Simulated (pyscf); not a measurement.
Single points on ωB97X-D3(BJ)/def2-SVP structures (PySCF, gas phase).

SMILES: [OH][NbH]([Cl])([Cl])[Cl]
```xyz
7

O     -1.8117     0.5598    -1.2639
Nb    -0.8462    -1.0161    -1.1141
Cl    -0.9975    -1.2169     1.1463
Cl     1.0165    -2.3637    -1.3145
Cl    -2.1401    -2.2556    -2.5153
H     -1.7753     1.4828    -1.5370
H      0.3337     0.0301    -1.7753
```

Question: How much does it cost (ΔH, 298 K, ωB97M-D3(BJ)/def2-TZVP) to split HO–NbH(Cl)(Cl)–Cl (SMILES [OH][NbH]([Cl])([Cl])[Cl]) at its Nb–O bond into OH• + [Cl–NbH(Cl)–Cl]•?

Answer: Nb–O to OH• + [Cl–NbH(Cl)–Cl]•: 88.3 kcal/mol. The 7 functionals that were run give +86.8 (M06-2X) to +99.6 kcal/mol (PBE). The radicals are drawn with the spin at the cut bond; how far it spreads was not checked. Left out: the spin-orbit lowering of OH. Open-shell species with a d-block atom are single-reference here; other states, and whether the spin sits on metal or ligand, were not checked. Elements past Kr carry the def2 core potentials, without spin-orbit coupling.
